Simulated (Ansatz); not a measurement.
**AlHO (singlet): inputs that go wrong at a displaced geometry (v2)**

4 inputs are run for AlHO (singlet) as typed; the log has to tell whether the result can be used and what must change.

The runs use Ansatz 0.2.0, Gaussian basis; the settings change from run to run.

10 further runs of the same task are left out: 3 for a known fault of the program, 2 that didn't finish, 5 set aside as unsound or not needed.

## 1. The system

The geometry is a PBE0/def2-TZVP stationary point (not a proven minimum) with its atoms shifted at random (size 0.100 Å).

3 atoms, charge 0, spin multiplicity 1.

Atoms are counted from 1 here; the program's logs count them from 0.

Bond lengths: Al1–O2 1.591 Å, Al1–H3 1.574 Å. Angles: O2–Al1–H3 170.8°.

## 2. Input 1

in.yaml

```yaml
crystal:
  periodic: [false, false, false]
  atoms:
    - {symbol: Al, position_ang: [0.084376, 0.005225, 0.003469]}
    - {symbol: O, position_ang: [-0.080498, 0.013599, -1.578686]}
    - {symbol: H, position_ang: [-0.003878, -0.018825, 1.575217]}
basis:
  gaussian: {orbitals: STO-3G}
magnetization: {spin_polarized: false}
correlation: {method: mp2, frozen_orbitals: {Al: 20}}
scf: {lower_state_search: off}
```

On the command line:

```sh
$ ansatz run in.yaml --threads 1 --pin off --events-out ev --progress --plain --max-ram 2393MiB
```

Output:

```text
Functional definition: HF
  name "HF"
  cite "Fock, Z. Phys. 61, 126 (1930) doi:10.1007/BF01340294"
  parent pbe
  exchange = exact_x
  correlation = 0
these checks for a lower state are left out or cut short: stability, starts, cluster_reference, orbital_swaps, neighbouring_geometries, increment
Error: "frozen_orbitals" has no count for O
```

Wall time 0.03 s (1 thread of Arm Neoverse V2, shared host).

Diagnosis: The run was refused. The frozen-orbital counts are incomplete or too large. Cure: leave frozen_orbitals out, or give each element a count that its core has.

## 3. Input 2

in.yaml

```yaml
crystal:
  periodic: [false, false, false]
  atoms:
    - {symbol: Al, position_ang: [0.084376, 0.005225, 0.003469]}
    - {symbol: O, position_ang: [-0.080498, 0.013599, -1.578686]}
    - {symbol: H, position_ang: [-0.003878, -0.018825, 1.575217]}
basis:
  gaussian: {orbitals: 6-31G}
correlation: {method: sc_nevpt2, electrons: all, active_space: {window: {electrons: 2, orbitals: 2}, states: [{multiplicity: 1, weights: [1, 1]}], root: 5}}
```

The command is unchanged.

Output:

```text
Error: the active space averages no state 5, counted from zero
```

Run time: 0.03 s. Hardware: 1 thread of Arm Neoverse V2, shared host.

Diagnosis: The run was refused. The root asked for lies beyond the states averaged. To mend it, average more states or name a lower root.

## 4. Input 3

in.yaml

```yaml
crystal:
  periodic: [false, false, false]
  atoms:
    - {symbol: Al, position_ang: [0.084376, 0.005225, 0.003469]}
    - {symbol: O, position_ang: [-0.080498, 0.013599, -1.578686]}
    - {symbol: H, position_ang: [-0.003878, -0.018825, 1.575217]}
basis:
  gaussian: {orbitals: aug-cc-pVDZ}
correlation: {method: fic_mrcisd_q, electrons: outside_noble_gas, active_space: {window: {electrons: 2, orbitals: 2}, states: [{multiplicity: 1, weights: [1, 1]}], root: 2}}
```

Launched as before.

Output:

```text
Error: the active space averages no state 2, counted from zero
```

Run time: 0.03 s. Hardware: 1 thread of Arm Neoverse V2, shared host.

Diagnosis: The run was refused. The root asked for lies beyond the states averaged. Cure: average more states or name a lower root.

## 5. Input 4

in.yaml

```yaml
crystal:
  periodic: [false, false, false]
  atoms:
    - {symbol: Al, position_ang: [0.084376, 0.005225, 0.003469]}
    - {symbol: O, position_ang: [-0.080498, 0.013599, -1.578686]}
    - {symbol: H, position_ang: [-0.003878, -0.018825, 1.575217]}
basis:
  gaussian: {orbitals: x2c-TZVPPall}
magnetization: {spin_polarized: false, initial_magnetization: 8}
hamiltonian: {xc: {name: PBE0}}
correlation: {method: ccsd_t, electrons: outside_noble_gas}
output: {forces: true}
```

The command is unchanged.

Output, cut to the lines that bear on the results:

```text
Functional definition: PBE0
  name "PBE0"
  cite "Adamo & Barone, J. Chem. Phys. 110, 6158 (1999) doi:10.1063/1.478522"
  cite "Perdew, Burke & Ernzerhof, Phys. Rev. Lett. 77, 3865 (1996) doi:10.1103/PhysRevLett.77.3865"
  parent pbe
[...]
521 factors; integrals over basis functions are off by at most 1.9e-3 eV
[...]
a density is far from that of the atoms, so the factors are made again for it
560 factors; integrals over basis functions are off by at most 1.7e-3 eV
[...]
mean field -8637.80432140 eV, -317.4334538973 hartree, gradient 4.0e-6 eV, S^2 20.000000; 1 other end points of the search recorded, 0 dependent functions left out
6 core orbitals not correlated: weight in the atoms' cores, before any rotation towards them, 0.999 or more for the frozen orbitals, at most 0.001 for the correlated occupied ones
reference -8623.46594222 eV, -316.9065281815 hartree; 9, 1 occupied and 72, 80 virtual orbitals, 560 factors
second order -3.51545862 eV of doubles, -0.16021218 eV of singles
cycle   1  -4.12688456 eV  change   -4.5e-1 eV  update   4.4e-2
[...]
cycle  11  -4.26495218 eV  change   -9.8e-8 eV  update   8.9e-7
perturbative correction -0.08548713 eV, -0.0031415942 hartree
[...]
Total energy: -8627.81638154 eV, -317.0664038776 hartree
Relativity: scalar
Atom 0 at     0.084376     0.005225     0.003469 Å, force     1.890973    -0.024700    12.098420 eV/Å
Atom 1 at    -0.080498     0.013599    -1.578686 Å, force    -1.698613     0.096816   -17.193878 eV/Å
Atom 2 at    -0.003878    -0.018825     1.575217 Å, force    -0.192359    -0.072116     5.095458 eV/Å
Dipole moment:    -0.116887    -0.008348     0.089221 e Å
```

Wall time 21 s (1 thread of Arm Neoverse V2, shared host); peak memory 0.59 GiB.

**Diagnosis.** The run converged, which proves nothing about the input. Far too many unpaired electrons are asked for. Its energy belongs to the state of multiplicity 9, not to the singlet that was meant. Fix: set initial_magnetization to that of the wanted state.

## 6. How the runs ended

```
input                      level      ended                                                  cause    time
    1          MP2 on RHF/STO-3G    refused  the frozen-orbital counts are incomplete or too large  0.03 s
    2          NEVPT2(2,2)/6-31G    refused     the root asked for lies beyond the states averaged  0.03 s
    3  MRCISD+Q(2,2)/aug-cc-pVDZ    refused     the root asked for lies beyond the states averaged  0.03 s
    4       CCSD(T)/x2c-TZVPPall  converged          far too many unpaired electrons are asked for    21 s
```

3 refused, 1 converged. The input that converges on a wrong geometry or spin is the dangerous one: no error points at it, so geometry and ⟨S²⟩ have to be checked.
